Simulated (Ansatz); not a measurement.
Turn this script for the Ansatz DFT code, driven from Python into the input file that the command-line program reads.

The script, `energy_c5h8o.py`:
```python
"""Single point of C5H8O in a Gaussian basis."""

import ansatz as az
import numpy as np
import pandas as pd

BASIS = "6-31G*"
XC = "pbe0"

geometry_ang = [
    ("O", [2.3502, 0.9602, 0.622]),
    ("C", [1.7847, 0.0558, -0.3119]),
    ("C", [0.2676, -0.0963, -0.0216]),
    ("C", [-0.475, -0.1631, 1.1022]),
    ("C", [-1.7804, -0.3129, 0.3588]),
    ("C", [-0.9385, -0.2506, -0.9291]),
    ("H", [1.7305, 1.7057, 0.6929]),
    ("H", [1.9443, 0.4458, -1.3211]),
    ("H", [2.2919, -0.9084, -0.2205]),
    ("H", [-0.2325, -0.127, 2.161]),
    ("H", [-2.3126, -1.2589, 0.5067]),
    ("H", [-2.4955, 0.5091, 0.4728]),
    ("H", [-1.1649, 0.6034, -1.577]),
    ("H", [-0.9698, -1.1629, -1.5351]),
]
system = az.Crystal.molecule()
for symbol, xyz in geometry_ang:
    system = system.atom(symbol, xyz)

base = (
    system.calculation()
    .basis(gaussian=BASIS)
    .functional(XC)
    .forces()
)
rep = base.session().plan(threads=1).execute().report

for key in ("converged", "free_energy_ev", "reference_energy_ev", "n_frozen", "n_occupied", "n_virtual"):
    print(f"{key:22s} {rep[key]}")

field = rep["mean_field"]
print("<S^2> =", round(abs(field["state"]["spin_squared"]), 4), " all-electron relativity setting:", field["relativity"])
print("passes:", field["passes"])
if "symmetry" in field:
    print("occupied orbitals by irrep:", field["symmetry"]["occupied"])

symbols = [site.symbol for site in system.cartesian_sites]
forces = np.array(rep["forces_ev_ang"])
print("largest force", round(float(np.linalg.norm(forces, axis=1).max()), 4), "eV/A, rms", round(float(np.sqrt((forces ** 2).mean())), 4))

charges = rep["charge_distribution"]
table = pd.DataFrame({"atom": symbols, "mulliken": charges["mulliken_charges_e"], "lowdin": charges["lowdin_charges_e"]})
print(table.round(3).to_string())
print("dipole (e A):", np.round(charges["dipole_moment_e_ang"], 4) + 0.0)
```

```console
$ python energy_c5h8o.py
converged              True
free_energy_ev         -7351.915225687499
reference_energy_ev    -7351.915225687499
n_frozen               0
n_occupied             [23, 23]
n_virtual              [83, 83]
<S^2> = 0.0  all-electron relativity setting: none
passes: {'evaluations': 16, 'products': 12}
occupied orbitals by irrep: [{'A': 23}, {'A': 23}]
largest force 1.9834 eV/A, rms 0.3767
   atom  mulliken  lowdin
0     O    -0.629  -0.306
1     C    -0.121  -0.154
2     C     0.049  -0.125
3     C    -0.170  -0.143
4     C    -0.366  -0.226
5     C    -0.387  -0.221
6     H     0.405   0.288
7     H     0.160   0.107
8     H     0.192   0.130
9     H     0.162   0.130
10    H     0.178   0.131
11    H     0.176   0.129
12    H     0.173   0.129
13    H     0.178   0.132
dipole (e A): [-0.3237  0.0305 -0.1706]
```

`input.yaml`:
```yaml
crystal:
  periodic: [false, false, false]
  atoms:
    - { symbol: O, position_ang: [2.3502, 0.9602, 0.622] }
    - { symbol: C, position_ang: [1.7847, 0.0558, -0.3119] }
    - { symbol: C, position_ang: [0.2676, -0.0963, -0.0216] }
    - { symbol: C, position_ang: [-0.475, -0.1631, 1.1022] }
    - { symbol: C, position_ang: [-1.7804, -0.3129, 0.3588] }
    - { symbol: C, position_ang: [-0.9385, -0.2506, -0.9291] }
    - { symbol: H, position_ang: [1.7305, 1.7057, 0.6929] }
    - { symbol: H, position_ang: [1.9443, 0.4458, -1.3211] }
    - { symbol: H, position_ang: [2.2919, -0.9084, -0.2205] }
    - { symbol: H, position_ang: [-0.2325, -0.127, 2.161] }
    - { symbol: H, position_ang: [-2.3126, -1.2589, 0.5067] }
    - { symbol: H, position_ang: [-2.4955, 0.5091, 0.4728] }
    - { symbol: H, position_ang: [-1.1649, 0.6034, -1.577] }
    - { symbol: H, position_ang: [-0.9698, -1.1629, -1.5351] }
basis:
  gaussian: { orbitals: "6-31G*" }
hamiltonian:
  xc: pbe0
output:
  forces: true
```

Launched from the shell:
```console
$ ansatz run input.yaml --threads 1 --pin off --max-ram 4096MiB --backend cpu --events-out ev --progress --plain --runs-dir out
Engine: ansatz 0.2.0, aarch64-unknown-linux-gnu
Functional definition: PBE0
  parameter a = 0.25
  parameter kappa = 0.804
  parameter beta = 0.06672455060314922
  exchange = (1 - a)*pbe_x(kappa = kappa, mu = beta*pi^2/3) + a*exact_x
  correlation = pbe_c(beta = beta)
1107 factors; integrals over basis functions are off by at most 8.3e-4 eV
mean field evaluation 1: about -7345.2146 eV, gradient 5.4e1 eV
mean field evaluation 2: about -7343.5605 eV, gradient 6.2e1 eV
mean field evaluation 4: about -7351.5153 eV, gradient 2.8e0 eV
mean field evaluation 8: about -7351.9150 eV, gradient 2.6e-1 eV
mean field evaluation 16: about -7351.9152 eV, gradient 9.2e-5 eV
mean field -7351.91520831 eV, -270.1779005982 hartree, gradient 2.3e-5 eV, S^2 0.000000; 0 other end points of the search recorded, 0 dependent functions left out
the calculation of the forces begins
reference -7351.91522569 eV, -270.1779012369 hartree; 23, 23 occupied and 83, 83 virtual orbitals, 1107 factors
Total energy: -7351.91522569 eV, -270.1779012369 hartree
Atom 0 at     2.350200     0.960200     0.622000 Å, force     0.142783    -0.141130     0.194070 eV/Å
Atom 1 at     1.784700     0.055800    -0.311900 Å, force    -1.692679     0.727405     0.734519 eV/Å
Atom 2 at     0.267600    -0.096300    -0.021600 Å, force     0.974624    -0.306234    -0.382509 eV/Å
Atom 3 at    -0.475000    -0.163100     1.102200 Å, force     0.257772     0.115275    -0.184196 eV/Å
Atom 4 at    -1.780400    -0.312900     0.358800 Å, force    -0.127160    -0.000999     0.321776 eV/Å
Atom 5 at    -0.938500    -0.250600    -0.929100 Å, force     0.248655     0.022305    -0.335158 eV/Å
Atom 6 at     1.730500     1.705700     0.692900 Å, force     0.188561    -0.270144    -0.059799 eV/Å
Atom 7 at     1.944300     0.445800    -1.321100 Å, force    -0.132616    -0.202714    -0.365349 eV/Å
Atom 8 at     2.291900    -0.908400    -0.220500 Å, force     0.113816     0.037230     0.084726 eV/Å
Atom 9 at    -0.232500    -0.127000     2.161000 Å, force     0.008033     0.016175     0.006710 eV/Å
Atom 10 at    -2.312600    -1.258900     0.506700 Å, force    -0.016922    -0.030721     0.069316 eV/Å
Atom 11 at    -2.495500     0.509100     0.472800 Å, force    -0.047544     0.021379     0.044619 eV/Å
Atom 12 at    -1.164900     0.603400    -1.577000 Å, force     0.048843     0.035609    -0.079440 eV/Å
Atom 13 at    -0.969800    -1.162900    -1.535100 Å, force     0.033834    -0.023436    -0.049284 eV/Å
Dipole moment:    -0.323720     0.030451    -0.170631 e Å
```

Total energies depend on the basis set; only differences at equal settings carry meaning. The geometry is a force-field or estimated start, not a minimum of this method, and the basis set is short of its limit. The Löwdin charges here are taken after orthogonalising the functions within each atom; they differ from plain Löwdin charges, and their signs can be unphysical. Finished in 5.2 s on 1 thread of Arm Neoverse V2, on a shared host, peak memory 0.33 GiB.

(Lines on the test bed's own set-up are left out of the output.)
